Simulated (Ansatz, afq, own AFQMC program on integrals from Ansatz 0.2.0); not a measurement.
AFQMC on a folder of integrals that Ansatz 0.2.0 wrote.

```yaml
crystal:
  periodic: [false, false, false]
  atoms:
    - {symbol: N, position_ang: [0.256001, 0.000000, 0.512445]}
    - {symbol: C, position_ang: [-0.316802, 0.000000, -0.479679]}
    - {symbol: H, position_ang: [0.217560, 0.000000, -1.405222]}
basis:
  gaussian: {orbitals: cc-pVDZ}
magnetization: {spin_polarized: false}
correlation: {method: ccsd_t, electrons: outside_noble_gas, hamiltonian_folder: ham}
```

```sh
$ ansatz run in.yaml --threads 1 --pin off --events-out ev --progress --plain --max-ram 1382MiB
```

afq runs on the folder ham with

```
--method free --trial cisd --walkers 20 --time-step 0.01 --max-blocks 30 --target-error 0.00076 --factor-cut 1e-05 --seed 5691 --times 0.0,0.2,0.4,0.8,1.2 --taylor-order 4
```

Times are imaginary, in 1/Eh. The walk had a cap of 205 s.

Log:

```
orbitals 31  electrons 5 5  factors 240 of 312
reference energy -92.84241918 Eh
CCSD correlation -0.29755323 Eh in 11 cycles, weight of the determinant in the CISD state 0.8783
repeat  energy at the last time / Eh  error
    10  -93.156526  0.002719
    20  -93.155002  0.001978
    30  -93.154802  0.001539
time / (1/Eh)  energy / Eh  error  mean overlap
  0.00  -93.139894  0.001477  1.1402
  0.20  -93.147507  0.001600  1.1433
  0.40  -93.152676  0.001611  1.1146
  0.80  -93.152807  0.001790  1.1601
  1.20  -93.154802  0.001539  1.1329
energy -93.154802 +/- 0.001539 Eh
```

The run passed its tests (error under three times the target), which doesn't prove that it has relaxed.

Against this walk (error 41.9 meV) on the same determinant: CCSD(T) 55.5 meV higher (within the noise), CCSDT(Q) 6.4 meV higher (within the noise). The error is statistical, and a free projection of finite length keeps a remainder of its start. None of these is a sure reference here. The projection is still falling at its last time (meV from the last point: 406 ± 40 at 0.00, 199 ± 44 at 0.20, 58 ± 44 at 0.40, 54 ± 49 at 0.80, 0 ± 42 at 1.20), so its energy is a cut-off value, and the gaps above aren't errors of the other methods.

Cautions: remainder of the start not in the error; error above the target (41.9 against 20.7 meV); restricted determinant unstable towards unrestricted (UHF 52 meV lower, ⟨S²⟩ 0.26); so few walkers bias the energy.

The walk took 4.5 s on 1 thread of Intel(R) Xeon(R) Platinum 8488C (Sapphire Rapids), with other jobs on the host. The log's last line is the free-projection energy.

CCSDT and higher add their correlation energy to the determinant of the CCSD(T) run, since their own runs factorise the integrals more tightly (a shift of under 2 meV). A walk keeps the symmetry of its determinant, which the program's search chose and which needn't be the lowest solution, so a lower state of the same spin and another symmetry isn't excluded.
